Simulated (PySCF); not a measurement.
## Spin–spin coupling constants

Molfile (atoms numbered from 1):
```
C3H4
     RDKit          3D

  7  7  0  0  0  0  0  0  0  0999 V2000
   -0.5857    0.6609   -0.0763 C   0  0  0  0  0  0  0  0  0  0  0  0
   -0.6197   -0.6307    0.0338 C   0  0  0  0  0  0  0  0  0  0  0  0
    0.7491   -0.0171    0.0182 C   0  0  0  0  0  0  0  0  0  0  0  0
   -1.0737    1.5989   -0.1717 H   0  0  0  0  0  0  0  0  0  0  0  0
   -1.1560   -1.5445    0.0983 H   0  0  0  0  0  0  0  0  0  0  0  0
    1.3205    0.0461    0.9385 H   0  0  0  0  0  0  0  0  0  0  0  0
    1.3688   -0.1088   -0.8679 H   0  0  0  0  0  0  0  0  0  0  0  0
  1  2  2  0
  2  3  1  0
  3  1  1  0
  1  4  1  0
  2  5  1  0
  3  6  1  0
  3  7  1  0
M  END
```

Indirect spin–spin couplings were computed at B3LYP/pcJ-1 (PySCF 2.14.0 with density-fitted response routines) on a GFN2-xTB structure, for the isolated molecule, without vibrational or relativistic corrections. Couplings are averaged over pairs made equivalent by symmetry, fast rotation or ring inversion, so a value needn't be that of the named pair in this geometry, while other rotamers aren't included; one pair stands for each set, and the list holds those of at least 0.8 Hz over up to four bonds.

Isotopes: ¹³C, ¹H.

```json
{"pair": "C1, C2", "bonds": "1", "J (Hz)": "73.5"}
{"pair": "C1, C3", "bonds": "1", "J (Hz)": "11.7"}
{"pair": "C1, H4", "bonds": "1", "J (Hz)": "?"}
{"pair": "C3, H6", "bonds": "1", "J (Hz)": "173.3"}
{"pair": "C1, H5", "bonds": "2", "J (Hz)": "?"}
{"pair": "C1, H6", "bonds": "2", "J (Hz)": "?"}
{"pair": "C3, H4", "bonds": "2", "J (Hz)": "3.1"}
{"pair": "H6, H7", "bonds": "2", "J (Hz)": "8.3"}
{"pair": "H4, H5", "bonds": "3", "J (Hz)": "1.3"}
{"pair": "H4, H6", "bonds": "3", "J (Hz)": "-2.1"}
```

Q: Estimate the withheld couplings, with signs.

A: 
- ¹J(C1,H4) = 240.4 Hz (bond length 1.062 Å, sp2 carbon)
- ²J(C1,H5) = 4.1 Hz (angle at C2 151°)
- ²J(C1,H6) = -1.6 Hz
